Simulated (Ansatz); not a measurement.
Reaction (SMILES): CO (CH3-OH) + [H][H] (H2) → C (CH4) + O (H2O)
B3LYP-D3(BJ)/def2-TZVP geometries, fixed; electronic energies without zero-point terms.
Largest species:
```
C
H 1 1.0891
H 1 1.0957 2 108.34
H 1 1.0957 2 108.34 3 -117.92
O 1 1.4207 2 106.80 3 121.04
H 5 0.9621 1 108.72 2 -180.00
```

Basis-set convergence of the energy of full hydrogenation at r2SCAN with Ansatz (a first-principles code). Cartesian d functions, on some or all atoms, in 6-31G*, 6-31+G*; all else is spherical. The program fits the integrals of some runs and decomposes those of others, by size. No added dispersion term, no relativity. Functions are those of the species that has most. Reference: the value in aug-pcseg-3, -29.80 kcal/mol, itself unsure by roughly 0.09 kcal/mol (its mean distance from aug-cc-pVQZ, cc-pV5Z, def2-QZVPPD). Deviations are taken from unrounded values.

```tsv
basis	functions	energy of full hydrogenation (kcal/mol)
6-31G*	38	-23.64
6-31+G*	46	-25.93
cc-pVDZ	48	-26.47
aug-cc-pVDZ	82	-30.27
def2-SVP	48	-26.41
def2-SVPD	75	-29.81
pcseg-1	48	-27.77
aug-pcseg-1	82	-28.62
6-311G**	60	-27.99
6-311+G**	68	-29.79
def2-TZVP	86	-28.22
def2-TZVPD	113	-29.09
cc-pVTZ	116	-28.80
aug-cc-pVTZ	184	-29.81
pcseg-2	116	-29.74
aug-pcseg-2	184	-29.93
def2-TZVPP	118	-29.48
def2-TZVPPD	145	-29.98
cc-pVQZ	230	-29.24
aug-cc-pVQZ	344	-29.74
def2-QZVPP	234	-29.62
def2-QZVPPD	261	-29.83
pcseg-3	252	-29.77
aug-pcseg-3	366	-29.80
```

What the diffuse functions change, pair by pair:
- 6-31G* to 6-31+G*: 8 more functions, deviation 6.16 to 3.88 kcal/mol
- cc-pVDZ to aug-cc-pVDZ: 34 more functions, deviation 3.33 to -0.46 kcal/mol
- def2-SVP to def2-SVPD: 27 more functions, deviation 3.39 to -0.01 kcal/mol
- pcseg-1 to aug-pcseg-1: 34 more functions, deviation 2.03 to 1.18 kcal/mol
- 6-311G** to 6-311+G**: 8 more functions, deviation 1.82 to 0.01 kcal/mol
- def2-TZVP to def2-TZVPD: 27 more functions, deviation 1.58 to 0.71 kcal/mol
- cc-pVTZ to aug-cc-pVTZ: 68 more functions, deviation 1.01 to 0.00 kcal/mol
- pcseg-2 to aug-pcseg-2: 68 more functions, deviation 0.06 to -0.12 kcal/mol
- def2-TZVPP to def2-TZVPPD: 27 more functions, deviation 0.33 to -0.17 kcal/mol
- cc-pVQZ to aug-cc-pVQZ: 114 more functions, deviation 0.57 to 0.06 kcal/mol
- def2-QZVPP to def2-QZVPPD: 27 more functions, deviation 0.18 to -0.02 kcal/mol
- pcseg-3 to aug-pcseg-3: 114 more functions, deviation 0.04 to 0.00 kcal/mol

Leaving out the reference's own pair, they bring the value nearer the reference by more than 0.09 kcal/mol in 10 of 11 pairs.
